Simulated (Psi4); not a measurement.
# BF (SMILES [B]F): PBE0/def2-TZVPD (Cholesky decomposition, cholesky tolerance 1e-05, sweep point 7)

What is the vertical ionisation energy of BF at PBE0/def2-TZVPD (Cholesky decomposition, cholesky tolerance 1e-05, sweep point 7)? 

The results are computed with Psi4 1.11.

2 further runs of the same task are left out: 2 set aside as unsound or not needed.

## Step 1: The molecule

BF has 2 atoms, charge 0, and is taken as a singlet. SMILES: `[B]F`. The coordinates come from a GFN2-xTB relaxation.

Bond lengths: B1–F2 1.244 Å.

## Step 2: A single-point energy at PBE0/def2-TZVPD (Cholesky decomposition, cholesky tolerance 1e-05, sweep point 7)

The input, calc.dat:

```
memory 1600 mb

molecule molecule1 {
  0 1
  B      0.000000     0.000000     0.000000
  F      0.000000     0.000000     1.244390
  symmetry c1
}

set {
  basis def2-TZVPD
  reference rks
  puream true
  scf_type cd
  dft_radial_points 99
  dft_spherical_points 590
  cholesky_tolerance 1e-05
}

E, wfn = energy('pbe0', return_wfn=True)
print_variables()
```

Started as:

```console
$ psi4 calc.dat calc.out -n 1
```

calc.out:

```text
[...]
  Running in c1 symmetry.
[...]
  Nuclear repulsion =   19.136263133061178
[...]
  Multiplicity = 1
[...]
  Nalpha       = 7
  Nbeta        = 7
[...]
    Number of basis functions: 77
[...]
   @RKS iter   1:  -124.55063114424932   -4.27274e-01   4.06021e-03 ADIIS/DIIS
[...]
   @RKS iter   6:  -124.58023509496665   -1.97212e-07   6.19267e-07 DIIS
[...]
    Orbital Energies [Eh]
    ---------------------
    Doubly Occupied:
       1A    -24.863841     2A     -6.887960     3A     -1.342255
       4A     -0.648159     5A     -0.556570     6A     -0.556570
       7A     -0.293045
[...]
  @RKS Final Energy:  -124.58023509496665
   => Energetics <=
    Nuclear Repulsion Energy =             19.1362631330611777
    One-Electron Energy =                -209.3971357196895156
    Two-Electron Energy =                  76.5249982937133097
    DFT Exchange-Correlation Energy =     -10.8443608020516074
    Empirical Dispersion Energy =           0.0000000000000000
    VV10 Nonlocal Energy =                  0.0000000000000000
    Total Energy =                       -124.5802350949666533
[...]
 Multipole Moments:
 ------------------------------------------------------------------------------------
     Multipole            Electronic (a.u.)      Nuclear  (a.u.)        Total (a.u.)
 ------------------------------------------------------------------------------------
 L = 1.  Multiply by 2.5417464519 to convert [e a0] to [Debye]
 Dipole X            :          0.0000000            0.0000000            0.0000000
 Dipole Y            :          0.0000000            0.0000000            0.0000000
 Dipole Z            :          0.1104248            0.3206489            0.4310738
 Magnitude           :                                                    0.4310738
[...]
```

Wall time 3.6 s (1 thread of Intel Xeon 6975P-C (Granite Rapids), shared host); peak memory 0.47 GiB.

## Step 3: The doublet cation at the same level

The input, bf.in:

```
memory 1.6 GB

molecule mol {
  1 2
  B      0.000000     0.000000     0.000000
  F      0.000000     0.000000     1.244390
  symmetry c1
}

set {
  basis def2-TZVPD
  reference uks
  puream true
  scf_type cd
  dft_radial_points 99
  dft_spherical_points 590
  cholesky_tolerance 1e-05
  maxiter 150
}

E, wfn = energy('pbe0', return_wfn=True)
print_variables()
```

Started as:

```console
$ psi4 bf.in bf.out -n 1
```

bf.out:

```text
[...]
  Running in c1 symmetry.
[...]
  Nuclear repulsion =   19.136263133061178
[...]
  Multiplicity = 2
[...]
  Nalpha       = 7
  Nbeta        = 6
[...]
    Number of basis functions: 77
[...]
   @UKS iter   1:  -124.13935730224991   -1.60005e-02   4.20921e-03 ADIIS/DIIS
[...]
   @UKS iter   8:  -124.18142943565741   -5.29863e-09   1.53972e-07 DIIS
[...]
   @S^2 Observed:                7.533948673E-01
[...]
    Orbital Energies [Eh]
    ---------------------
    Alpha Occupied:
       1A    -25.196417     2A     -7.351552     3A     -1.663568
       4A     -0.963972     5A     -0.867319     6A     -0.867319
       7A     -0.724305
    Alpha Virtual:
       8A     -0.393703     9A     -0.393703    10A     -0.182402
      11A     -0.134084    12A     -0.087980    13A     -0.087980
      14A     -0.060224    15A     -0.059788    16A     -0.059788
      17A     -0.036376    18A     -0.036376    19A      0.006760
      20A      0.040727    21A      0.063573    22A      0.063574
      23A      0.070752    24A      0.171877    25A      0.218370
[...]
  @UKS Final Energy:  -124.18142943565741
   => Energetics <=
    Nuclear Repulsion Energy =             19.1362631330611777
    One-Electron Energy =                -204.5397204126505812
    Two-Electron Energy =                  71.8462789550306979
    DFT Exchange-Correlation Energy =     -10.6242511110986904
    Empirical Dispersion Energy =           0.0000000000000000
    VV10 Nonlocal Energy =                  0.0000000000000000
    Total Energy =                       -124.1814294356574067
[...]
 Multipole Moments:
 ------------------------------------------------------------------------------------
     Multipole            Electronic (a.u.)      Nuclear  (a.u.)        Total (a.u.)
 ------------------------------------------------------------------------------------
 L = 1.  Multiply by 2.5417464519 to convert [e a0] to [Debye]
 Dipole X            :          0.0000000            0.0000000            0.0000000
 Dipole Y            :          0.0000000            0.0000000            0.0000000
 Dipole Z            :         -1.7227629            0.3206489           -1.4021140
 Magnitude           :                                                    1.4021140
[...]
```

Wall time 4.8 s (1 thread of Intel Xeon 6975P-C (Granite Rapids), shared host); peak memory 0.46 GiB.

## Step 4: Results

At PBE0/def2-TZVPD (Cholesky decomposition, cholesky tolerance 1e-05, sweep point 7):

```
                                          quantity          value
                          singlet BF: total energy  -124.58024 Eh
                         singlet BF: dipole moment         1.10 D
                           singlet BF: HOMO energy       -7.97 eV
                           singlet BF: LUMO energy       -0.97 eV
                         singlet BF: HOMO–LUMO gap        7.00 eV
                      doublet cation: total energy  -124.18143 Eh
doublet cation: HOMO energy (highest over α and β)      -19.71 eV
 doublet cation: LUMO energy (lowest over α and β)      -13.35 eV
                              doublet cation: ⟨S²⟩          0.753
vertical ionisation energy (to the doublet cation)      10.852 eV
```

**Reading.** The vertical ionisation energy comes to 10.85 eV (1047 kJ/mol). The negative HOMO energy of the first species, 7.97 eV, lies 2.88 eV below that difference.
